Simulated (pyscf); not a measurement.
PySCF, gas phase, ωB97X-D3(BJ)/def2-SVP geometries. MP2 and CC: frozen core, UHF for open shells. ΔMP2 is the change of the MP2 total energy from the triple- to the quadruple-zeta basis.

SMILES: O([SiH3])[SiH2]N
```xyz
11

N     -1.5751    -0.6411     1.0648
Si    -0.6273    -1.6277     0.0204
O      0.1503    -0.7481    -1.1680
Si     0.1522     0.8728    -1.5238
H     -2.5122    -0.3334     0.8332
H     -1.1835    -0.1262     1.8445
H      0.4175    -2.3041     0.8322
H     -1.5302    -2.5958    -0.6549
H     -1.2267     1.3554    -1.8342
H      1.0209     1.0905    -2.7113
H      0.6826     1.6726    -0.3795
```

**Question.** How much does it cost (ΔH, 298 K, CCSD(T)/def2-TZVPP + ΔMP2(QZVPP)) to split `[NH2][SiH2][O][SiH3]` at its N–Si bond into NH₂• + •H₂Si–O–SiH₃?

**Answer.** N–Si to NH₂• + •H₂Si–O–SiH₃: 4.77 eV. Other isomers of •H₂Si–O–SiH₃ were not searched in full and may lie lower. The CCSD(T) − MP2 part came from Ansatz, without density fitting, on the same reference.
